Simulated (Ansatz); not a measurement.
Ansatz (a first-principles code) input (CCSD(T)/aug-cc-pVDZ):

Ansatz 0.2 input:
```yaml
crystal:
  periodic: [false, false, false]
  atoms:
    - {symbol: N, position_ang: [-0.00000000, -0.00000000, -0.12998002]}
    - {symbol: H, position_ang: [0.00000000, 0.00000000, 0.90986017]}
basis:
  gaussian:
    orbitals: aug-cc-pVDZ
magnetization: {spin_polarized: false}
correlation: {method: ccsd_t, electrons: outside_noble_gas}
output: {forces: true}
```

Output:

```
Functional definition: HF
integrals: 0.00 GiB planned
315 factors; integrals over basis functions are off by at most 9.1e-4 eV
mean field: 0.05 GiB planned
mean field evaluation 1: about -1492.7427 eV, gradient 8.3e0 eV
mean field evaluation 2: about -1492.7426 eV, gradient 8.3e0 eV
mean field evaluation 4: about -1492.9690 eV, gradient 4.8e-1 eV
mean field evaluation 8: about -1492.9701 eV, gradient 6.9e-5 eV
mean field evaluation 16: about -1488.2084 eV, gradient 3.1e1 eV
mean field evaluation 32: about -1492.9701 eV, gradient 5.3e-4 eV
mean field -1492.97009812 eV, -54.8656391344 hartree, gradient 5.1e-7 eV, S^2 0.000000; 2 other end points of the search recorded, 0 dependent functions left out; unrestricted orbitals would lower it
mean field evaluation 64: about -1492.9701 eV, gradient 3.9e-6 eV
unrestricted determinant -1494.99132594 eV, -54.9399178869 hartree, S^2 1.0105
1 core orbitals not correlated
reference -1492.97009812 eV, -54.8656391344 hartree; 3, 3 occupied and 28, 28 virtual orbitals, 315 factors
densities: 0.06 GiB planned
second order -3.49896791 eV of doubles, -0.00000000 eV of singles
coupled cluster: 0.05 GiB planned
cycle   1  -3.97990205 eV  change   -4.8e-1 eV  update   5.4e-2
cycle   2  -4.19057886 eV  change   -2.1e-1 eV  update   2.8e-2
cycle   3  -4.24206594 eV  change   -5.1e-2 eV  update   1.8e-2
cycle   4  -4.26104482 eV  change   -1.9e-2 eV  update   1.4e-2
cycle   5  -4.30160727 eV  change   -4.1e-2 eV  update   1.2e-2
cycle   6  -4.33153243 eV  change   -3.0e-2 eV  update   7.0e-3
cycle   7  -4.34259723 eV  change   -1.1e-2 eV  update   3.7e-3
cycle   8  -4.34600583 eV  change   -3.4e-3 eV  update   1.5e-3
cycle   9  -4.34631367 eV  change   -3.1e-4 eV  update   4.6e-4
cycle  10  -4.34643988 eV  change   -1.3e-4 eV  update   1.4e-4
cycle  11  -4.34650493 eV  change   -6.5e-5 eV  update   4.6e-5
cycle  12  -4.34649247 eV  change    1.2e-5 eV  update   1.1e-5
cycle  13  -4.34648009 eV  change    1.2e-5 eV  update   3.8e-6
cycle  14  -4.34647684 eV  change    3.3e-6 eV  update   1.4e-6
coupled cluster: 0.05 GiB planned
perturbative correction -0.20164999 eV, -0.0074105005 hartree
the calculation of the forces begins
Total energy: -1497.51822495 eV, -55.0327797124 hartree
Atom 0 at    -0.000000    -0.000000    -0.129980 Å, force     0.000000     0.000000    -0.315569 eV/Å
Atom 1 at     0.000000     0.000000     0.909860 Å, force     0.000000    -0.000000     0.315569 eV/Å
Dipole moment:    -0.000000    -0.000000     0.309966 e Å
```

This is an excited singlet: at this geometry the triplet lies 1.85 eV lower at CCSD(T)/CBS(aug-cc-pVTZ,aug-cc-pVQZ).
